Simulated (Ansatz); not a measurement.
The end point of a relaxation of C. Space group Fd-3m (No. 227), diamond type. Method: r2SCAN (plane waves to 500 eV, PAW, scalar-relativistic; Ansatz, a program for electronic structure).

```cif
data_C8
_chemical_formula_sum 'C8'
_space_group_name_H-M_alt 'Fd-3m :1'
_space_group_IT_number 227
_space_group_name_Hall 'F 4d 2 3 -1d'
_cell_length_a 3.56029
_cell_length_b 3.56029
_cell_length_c 3.56029
_cell_angle_alpha 90.000
_cell_angle_beta 90.000
_cell_angle_gamma 90.000
loop_
_atom_site_label
_atom_site_type_symbol
_atom_site_symmetry_multiplicity
_atom_site_Wyckoff_symbol
_atom_site_fract_x
_atom_site_fract_y
_atom_site_fract_z
_atom_site_occupancy
C1 C 8 b 0.50000 0.50000 0.50000 1
```
(The calculation used a cell of 2 atoms; values per cell refer to that cell.)

**Question.** What band gap does r2SCAN give?

**Answer.** 4.36 eV, indirect (valence top at Γ, conduction bottom at k = (0, 0.3636, 0.3636)) (no spin-orbit coupling).

**Question.** Predict the smallest direct gap from r2SCAN.

**Answer.** 5.90 eV at Γ.

No spin polarisation in the result.

Measured for C: a 3.553 Å (static lattice; corrected from measurement; as listed in Daniel Mejia-Rodriguez, S. B. Trickey, Phys. Rev. B (2018)); gap 5.85 eV (static lattice; corrected from measurement; as listed in Wei Chen et al., Physical Review Materials (2018)). Computed minus measured — a: r2SCAN +0.2 %; gap: r2SCAN -1.49 eV. The computed values are for a static lattice, and a measured gap can be an optical one, lowered by exciton binding.

The run could not lose the symmetry of its start.

It was reached from a disturbed copy of a P6/mmm (No. 191) cell (AFLOW prototype A_hP1_191_a (A_f, as in Sn)), against which it lies -3.01 eV/atom.
